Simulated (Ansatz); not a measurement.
## How methods differ on BH5S (SMILES [BH3-][SH2+])

The species is BH5S (7 atoms), meant as a singlet with charge 0. As SMILES, `[BH3-][SH2+]`. Geometry: relaxed at PBE0-D4/def2-TZVP.

```xyz
7

B    -0.5256   -0.4615   -0.5043
S     0.5686    0.9776    0.2909
H    -1.6232    0.0364   -0.4315
H    -0.3444   -1.4476    0.1597
H    -0.0754   -0.4821   -1.6245
H     0.2860    0.9038    1.6049
H     1.7754    0.4055    0.4589
```

Quantity: the vertical electron affinity (to the doublet anion), in eV. The values are calculated.

The electron affinity is E(neutral) − E(anion): positive where the electron is bound.

```tsv
level	kind	program	value (eV)	less FCI/STO-3G	CPU time (all runs)
HF/STO-3G	Hartree–Fock	Ansatz	-9.29	+0.20	0.62 s
SVWN5/STO-3G	LDA	Ansatz	-8.20	+1.29	2.1 s
BLYP/STO-3G	GGA	Ansatz	-7.93	+1.56	3.2 s
BHLYP/STO-3G	global hybrid	Ansatz	-8.21	+1.28	3.2 s
PBE0/STO-3G	global hybrid	Ansatz	-8.05	+1.44	3.4 s
r2SCAN0/STO-3G	hybrid meta-GGA	Ansatz	-8.04	+1.45	7.9 s
wB97X/STO-3G	range-separated hybrid	Ansatz	-8.09	+1.40	17 s
RPA@PBE/STO-3G	RPA	Ansatz	-9.30	+0.19	5.3 s
CCSD(T)/STO-3G	coupled cluster or CI	Ansatz	-9.50	-0.01	0.41 s
FCI/STO-3G	exact in the basis	Ansatz	-9.49	0.00	35 s
```

FCI/STO-3G is exact within its basis and frozen core, so for wave-function methods in that basis the difference is their error; functionals converge differently with the basis, so for them it is only a difference. The values span -9.50 to -7.93 eV. All rows use very small basis sets, so none should be taken for the real molecule's value. Negative values mean that the anion is unbound at that level; they are set by how diffuse the basis is and aren't properties of the molecule, whose anion may well be bound. In so small a basis fixed costs decide the times, and correlated methods can beat functionals. Times are those of the runs behind each value, whatever else they computed, on shared processors of several kinds: orders of magnitude only.
